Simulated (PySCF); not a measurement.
# MSi for M along the third period

PBE0 with double-zeta basis sets in PySCF, for the lowest determinant that a PBE0 search found; no spin–orbit coupling. De refers to high-spin ground-configuration atoms. A positive dipole means M(−)Si(+).

```tsv
M	basis	state (unpaired electrons)	Re (Å)	ωe (cm⁻¹)	De (eV)	μ (D)
Na	def2-SVPD	quartet (σ ↑, π ↑↑)	2.706	255	1.45	-7.09
Mg	aug-cc-pVDZ/aug-cc-pV(D+d)Z	triplet (π ↑↑)	2.555	311	1.14	-3.45
Al	x2c-SVPall	quartet (σ ↑, π ↑↑)	2.419	381	2.59	-1.39
Si	def2-SVPD	triplet (π ↑↑)	2.266	518	3.35	n/a
P	def2-SVP	doublet (π ↑)	2.078	641	3.57	0.79
S	x2c-SVPall	singlet (closed shell)	1.939	768	6.09	1.56
Cl	def2-SVPD	doublet (π ↑)	2.101	518	4.36	1.05
```

The shortest bond is that of SiS (1.939 Å), the longest that of NaSi (2.706 Å). SiS is bound most strongly (6.09 eV) and MgSi least (1.14 eV).

The rows differ in basis set, which adds steps of its own.

The state changes along the series, so neighbouring rows are not always alike in their bonding.

States were picked by a PBE0 search and need not be the measured ground states.
